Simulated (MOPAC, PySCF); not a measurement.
Bond stretch in SMILES [F][Al]([F])[F] (AlF3). The Al1–F4 bond (Al1 also carries F, F; F4 carries nothing else) is stretched with both fragments frozen at the PBE0/def2-TZVP optimised geometry.

Levels: UHF/3-21G = PySCF with unrestricted Hartree-Fock/3-21G; RHF/3-21G = restricted Hartree-Fock/3-21G (PySCF 2.14.0); PM7, restricted, heats of formation (MOPAC); UCCSD(T) = CCSD(T) on UHF/6-31G, 8 core orbitals frozen in PySCF 2.14.0.

Energies relative to the lowest point of each curve near equilibrium, in eV; the last columns give the difference from UCCSD(T):

```
R / Å  UHF/3-21G  RHF/3-21G     PM7  UCCSD(T)  UHF/3-21G − UCCSD(T)  RHF/3-21G − UCCSD(T)  PM7 − UCCSD(T)
-----  ---------  ---------  ------  --------  --------------------  --------------------  --------------
1.31       3.628      3.628   2.494     4.313                -0.684                -0.684          -1.819
1.39       1.720      1.720   1.088     2.269                -0.550                -0.550          -1.181
1.46       0.745      0.745   0.392     1.158                -0.413                -0.413          -0.766
1.52       0.274      0.274   0.092     0.561                -0.287                -0.287          -0.469
1.58       0.048      0.048   0.000     0.207                -0.159                -0.159          -0.207
1.63       0.000      0.000   0.046     0.053                -0.053                -0.053          -0.007
1.70       0.092      0.092   0.250     0.000                 0.092                 0.092           0.250
1.72       0.145      0.145   0.332     0.013                 0.132                 0.132           0.320
1.79       0.400      0.400   0.679     0.131                 0.269                 0.269           0.548
1.88       0.845      0.845   1.219     0.409                 0.436                 0.436           0.810
2.01       1.616      1.616   2.082     0.956                 0.660                 0.660           1.126
2.22       2.963      2.963   3.462     1.974                 0.990                 0.990           1.488
2.41       3.911      4.127   4.561     2.900                 1.011                 1.227           1.661
2.66       4.385      5.449   5.745     3.924                 0.460                 1.525           1.820
2.93       4.560      6.589   6.729     4.724                -0.164                 1.865           2.005
3.24       4.631      7.612   7.577     5.270                -0.639                 2.342           2.307
3.54       4.660      8.408   8.194     5.457                -0.797                 2.951           2.737
3.98       4.661      9.331   8.857     5.518                -0.857                 3.813           3.339
4.43       4.679     10.024   9.336     5.521                -0.842                 4.504           3.816
4.86       4.691     10.491   9.671     5.528                -0.837                 4.963           4.143
5.71       4.698     11.044  10.119     5.535                -0.837                 5.509           4.583
```

UHF/3-21G is furthest from UCCSD(T) at 2.41 (1.011 eV, above); its mean absolute difference over the points is 0.532 eV.

RHF/3-21G is furthest from UCCSD(T) at 5.71 (5.509 eV, above); its mean absolute difference over the points is 1.592 eV.

PM7 is furthest from UCCSD(T) at 5.71 (4.583 eV, above); its mean absolute difference over the points is 1.686 eV.

The unrestricted determinant behind UHF/3-21G, UCCSD(T) is spin-contaminated at 2.41 to 5.71 Å (<S²> up to 1.0, against 0.00 for a pure singlet). The restricted form behind RHF/3-21G, PM7 keeps the bonding electrons paired and can't separate into open-shell fragments. The unrestricted solution behind UCCSD(T) changes between 2.41 and 2.66 Å, which can leave a kink.
